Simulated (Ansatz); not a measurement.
`C=C(O)F`, charge 0, multiplicity 1.

Q: Give a relaxed structure at PBE0-D4/def2-TZVP (the Gaussian-basis code of Ansatz). (Best estimate.)

A: The calculation gave: 
```xyz
7

C    -0.191   -0.528   -0.905
C     0.095    0.016    0.263
O    -0.137    1.280    0.624
F     0.672   -0.679    1.249
H     0.043   -1.565   -1.083
H    -0.656    0.069   -1.674
H     0.174    1.407    1.526
```
Point group Cs.
